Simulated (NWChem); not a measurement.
System: trimethylamine (C3H9N); SMILES CN(C)C

Here is an NWChem input.

```
start job
memory heap 200 mb stack 900 mb global 1100 mb
geometry units angstroms noautoz
  C      0.344332    -1.338727     0.060753
  N      0.000000     0.000000    -0.338035
  C      0.987205     0.967564     0.060753
  C     -1.331537     0.371163     0.060753
  H      0.380204    -1.477369     1.167300
  H      1.333048    -1.612589    -0.339966
  H     -0.389719    -2.055618    -0.339701
  H      1.089337     1.067951     1.167300
  H      0.730019     1.960748    -0.339966
  H      1.975077     0.690302    -0.339701
  H     -1.469541     0.409418     1.167300
  H     -1.585358     1.365316    -0.339701
  H     -2.063067    -0.348159    -0.339966
end
basis spherical
  * library def2-tzvp
end
dft
  xc hfexch
  iterations 150
  semidirect filesize 400000000
  mulliken
end
task dft energy
```

All runs use the structure optimised with PBE0/def2-SVP.

Problem. Predict the main results of this run. (Hartree-Fock/def2-TZVP.) Quantities: energy (Ha); highest occupied level (eV); orbital gap (eV); dipole (D).

Solution. 
```json
{
 "energy (Ha)": "-173.33",
 "highest occupied level (eV)": "-9.49",
 "orbital gap (eV)": "13.17",
 "dipole (D)": "0.54"
}
```
